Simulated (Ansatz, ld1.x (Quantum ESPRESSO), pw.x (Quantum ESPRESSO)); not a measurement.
# What a changed setting does to a pw.x run (diamond Si)

Potential: norm-conserving RRKJ (Kleinman–Bylander form), ld1.x (Quantum ESPRESSO) 7.5, PBE; core [Ne], reference 3s2 3p2; waves: 3s (bound): rc 1.55 bohr; 3p (bound): rc 2.25 bohr; 3d channel at -0.1 Ry: rc 2.05 bohr; local part: the d channel; core correction: a·sin(br)/r model core, default radius (core density twice the valence density); rho0 0.02.

The reference run (k-mesh 8³, cutoffs 70/280 Ry, Fermi–Dirac 0.01 Ry, mixing_beta 0.4, conv_thr 1e-9, no spin) gives -0.75 GPa at 20.463 Å³/atom, where all-electron LAPW gives -0.05 GPa. This run, with its own iteration cap, changes nbnd to 1, a wrong or extreme entry chosen on purpose.

```
&control
  calculation='scf', prefix='x', pseudo_dir='./', outdir='./tmp', tstress=.true., disk_io='none'
/
&system
  ibrav=0, nat=2, ntyp=1, ecutwfc=70, ecutrho=280, nbnd=1,
  occupations='smearing', smearing='fd', degauss=0.01
/
&electrons
  conv_thr=1e-09, mixing_beta=0.4, electron_maxstep=70
/
ATOMIC_SPECIES
Si 1.0 Si.UPF
CELL_PARAMETERS angstrom
  0.00000000 2.73520428 2.73520428
  2.73520428 0.00000000 2.73520428
  2.73520428 2.73520428 0.00000000
ATOMIC_POSITIONS crystal
Si 0.0000 0.0000 0.0000
Si 0.2500 0.2500 0.2500
K_POINTS automatic
8 8 8 0 0 0
```

```bash
pw.x < Si.scf.in > Si.scf.out
```

Q: How does the run end?

A: It stops with "setup: too few bands". There must be at least as many bands as half the electrons, and more with smearing.

```
Error in routine setup (1):
     too few bands
```
